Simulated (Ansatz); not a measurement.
# CH₅N (triplet): from Hartree-Fock to the top rungs at distance N1–H4 along a hydrogen transfer = 1.250 Å, cc-pVDZ

The task here is to estimate one member of a computed series from the others.

Program: Ansatz 0.2.0, Gaussian basis. Level of theory: cc-pVDZ, core rule «outside noble gas», up to 2 orbitals frozen. These are calculated values, not measurements.

To be run: UHF; CCSD(T) on ROHF; CCSD(T) on UHF; BCCD(T) on ROHF; CISD; CCSDT(Q) on ROHF; CCSDT(Q) on UHF; CASSCF and MRCISD+Q, 4 electrons in 4 orbitals; CASSCF and NEVPT2, 4 electrons in 4 orbitals.

### The system

The geometry derives from fragments relaxed apart (PBE0/def2-TZVP) and kept rigid, so it is no stationary point. A hydrogen atom is moved between rigid fragments.

7 atoms, charge 0, spin multiplicity 3.

Atoms are counted from 1 here; the program's logs count them from 0.

Bond lengths: N1–H2 1.012 Å, N1–H3 1.012 Å, N1–H4 1.250 Å, C5–H6 1.079 Å, C5–H7 1.079 Å. Angles: H2–N1–H3 107.1°, H2–N1–H4 107.1°, H3–N1–H4 107.1°, H6–C5–H7 134.8°.

Set-up of the first run:

in.yaml

```yaml
crystal:
  periodic: [false, false, false]
  atoms:
    - {symbol: N, position_ang: [-1.247726, -0.018354, -0.028568]}
    - {symbol: H, position_ang: [-1.545006, 0.949480, -0.028568]}
    - {symbol: H, position_ang: [-1.545005, -0.420653, 0.851691]}
    - {symbol: H, position_ang: [0.002274, -0.018354, -0.028568]}
    - {symbol: C, position_ang: [1.408274, -0.018354, -0.028568]}
    - {symbol: H, position_ang: [1.822742, -0.018354, 0.967593]}
    - {symbol: H, position_ang: [1.822742, -0.018354, -1.024729]}
basis:
  gaussian: {orbitals: cc-pVDZ}
magnetization: {spin_polarized: true, initial_magnetization: 2}
hamiltonian: {xc: hf}
output: {orbitals: {seedname: orbitals}}
```

Command:

```sh
> ansatz run in.yaml --threads 1 --pin off --events-out ev --progress --plain --max-ram 2816MiB --backend cpu
```

Among the steps run: UHF; CCSD(T) on ROHF; CCSD(T) on UHF; BCCD(T) on ROHF; CISD; CCSDT(Q) on ROHF; CCSDT(Q) on UHF; CASSCF and MRCISD+Q, 4 electrons in 4 orbitals; CASSCF and NEVPT2, 4 electrons in 4 orbitals.

One of the session's tables, all rows but one given; the rest of the session is left out.

It belongs to the step «Misses and costs». 

```
       method  from UCCSDT(Q) (kcal/mol)
         ROHF                    +224.37
          UHF                    +213.68
         RMP2                     +28.38
         UMP2                     +30.38
         CISD                     +25.61
        RCCSD                          ?
        UCCSD                      +5.80
     RCCSD(T)                      +0.95
     UCCSD(T)                      +0.96
      BCCD(T)                      +0.95
       RCCSDT                      +0.42
       UCCSDT                      +0.37
    RCCSDT(Q)                      +0.02
    UCCSDT(Q)                          0
  CASSCF pair                    +204.85
  NEVPT2 pair                     +28.48
  MRCISD pair                     +21.70
MRCISD+Q pair                      +3.26
```

Q: Estimate the row for RCCSD from the others.

As computed: from UCCSDT(Q) (kcal/mol): +6.14. In the column «from UCCSDT(Q) (kcal/mol)» it lies between UCCSD (+5.80) and MRCISD pair (+21.70).

Limits of these values: Restricted and unrestricted rows rest on different reference determinants; where their highest levels disagree by more than a few hundredths of an eV, they describe different states and don't form one ladder.
